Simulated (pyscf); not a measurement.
Atom transfer: Cl–CH(Cl)–Cl (SMILES ClC(Cl)Cl) + H• (SMILES [H]) → HCl (SMILES Cl) + Cl–CH•–Cl (SMILES Cl[CH]Cl)

Gas phase, doublet surface, charge 0. Bonds broken: Cl1–C2. Bonds formed: Cl1–H6. Structures and frequencies: ωB97X-D3(BJ)/def2-SVP in PySCF. MP2 and CC: frozen core, UHF for open shells. ΔMP2 is the change of the MP2 total energy from the triple- to the quadruple-zeta basis.

Transition state (Å):

```xyz
6

Cl     0.0333    -0.0533     1.2796
C      0.4070     0.1153    -0.6010
Cl     1.5662     1.3920    -0.8465
Cl    -1.0845     0.3659    -1.4652
H      0.8439    -0.8514    -0.8692
H     -0.2775    -0.2576     2.9475
```

One imaginary mode, 1183i cm⁻¹; descent along it reached the two sides named.

```csv
bond,change,reactant side (Å),saddle,product side
Cl1–C2,breaks,1.764,1.925,3.6
Cl1–H6,forms,3.6,1.709,1.296
```

Electronic energies relative to the separated reactants (kJ/mol):

```
level                             barrier  reaction energy  reverse barrier
--------------------------------  -------  ---------------  ---------------
ωB97X-D3(BJ)/def2-TZVP               41.6           -121.5            163.1
PBE/def2-TZVP                         4.7           -125.6            130.3
r²SCAN/def2-TZVP                      0.6           -139.7            140.3
B3LYP-D3(BJ)/def2-TZVP               10.5           -138.8            149.4
PBE0-D3(BJ)/def2-TZVP                19.8           -124.5            144.3
M06-2X/def2-TZVP                     35.7           -119.2            154.8
ωB97M-D3(BJ)/def2-TZVP               38.9           -127.4            166.3
HF/def2-TZVP                         78.6           -144.7            223.3
MP2/def2-QZVPP                       52.8            -99.6            152.4
CCSD/def2-TZVPP                      40.3           -140.6            181.0
CCSD(T)/def2-TZVPP                   35.7           -131.5            167.2
CCSD(T)/def2-TZVPP + ΔMP2(QZVPP)     33.0           -128.8            161.9
```

With CCSD(T)/def2-TZVPP + ΔMP2(QZVPP) energies and thermal terms (ideal gas, 1 atm, RRHO with modes under 100 cm⁻¹ raised to 100, one conformer, R ln 2 for chiral ones without a mode under 150 cm⁻¹), in kJ/mol:

```tsv
T (K)	ΔH‡	ΔG‡	ΔH	ΔG
298	30.9	53.9	-121.9	-139.6
600	29.9	77.5	-124.4	-156.6
900	28.8	101.6	-127.9	-172.0
1200	27.7	126.0	-131.5	-186.2
```

One saddle was located; it need not be the lowest between these sides. The angle at the transferred Cl is 178°. The CCSD(T) − MP2 part came from Ansatz, without density fitting, on the same reference.
